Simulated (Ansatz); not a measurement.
System: CH3, doublet: map of symmetric stretch and umbrella angle. Scanned: C-H bond length and angle between the C-H bonds and the threefold axis (90 = planar).

Cartesian coordinates as functions of the variables (Å; names that start with a are angles):
```
C  0  0  0
H  r*sin(a)*cos(0*2*pi/3+0)  r*sin(a)*sin(0*2*pi/3+0)  0+r*cos(a)
H  r*sin(a)*cos(1*2*pi/3+0)  r*sin(a)*sin(1*2*pi/3+0)  0+r*cos(a)
H  r*sin(a)*cos(2*2*pi/3+0)  r*sin(a)*sin(2*2*pi/3+0)  0+r*cos(a)
```

Level of theory: CCSDT on UHF/def2-SVP, frozen core (Ansatz, a first-principles code).

Energy in kcal/mol above the lowest grid point; x is the C-H bond length (Å), y the angle between the C-H bonds and the threefold axis (90 = planar) (°).

| y \ x | 0.95 | 1 | 1.06 | 1.10 | 1.16 | 1.20 | 1.24 | 1.29 | 1.35 |
|---|---|---|---|---|---|---|---|---|---|
| 130 | 99.4 | 74.9 | 58.9 | 54.6 | 55.2 | 59.2 | 65.4 | 75.5 | 90.0 |
| 126.13 | 82.8 | 59.0 | 44.0 | 40.3 | 41.7 | 46.3 | 53.0 | 63.7 | 78.9 |
| 122.11 | 68.8 | 45.7 | 31.4 | 28.2 | 30.4 | 35.4 | 42.6 | 53.8 | 69.6 |
| 118.73 | 59.4 | 36.7 | 23.0 | 20.1 | 22.8 | 28.2 | 35.7 | 47.3 | 63.6 |
| 114.83 | 50.7 | 28.5 | 15.4 | 12.9 | 16.1 | 21.8 | 29.6 | 41.7 | 58.4 |
| 109.81 | 42.7 | 21.0 | 8.5 | 6.4 | 10.3 | 16.4 | 24.6 | 37.1 | 54.4 |
| 105.20 | 37.9 | 16.6 | 4.6 | 2.9 | 7.2 | 13.6 | 22.1 | 35.0 | 52.7 |
| 101.87 | 35.6 | 14.6 | 2.9 | 1.4 | 6.0 | 12.6 | 21.3 | 34.4 | 52.4 |
| 97.75 | 33.9 | 13.2 | 1.8 | 0.4 | 5.4 | 12.2 | 21.1 | 34.4 | 52.7 |
| 94.18 | 33.1 | 12.5 | 1.3 | 0.1 | 5.2 | 12.1 | 21.1 | 34.6 | 53.1 |
| 90 | 32.9 | 12.3 | 1.2 | 0.0 | 5.2 | 12.1 | 21.2 | 34.8 | 53.3 |

Points that lie below all their neighbours on the grid: x = 1.10, y = 90 on the edge of the grid (0.0 kcal/mol).
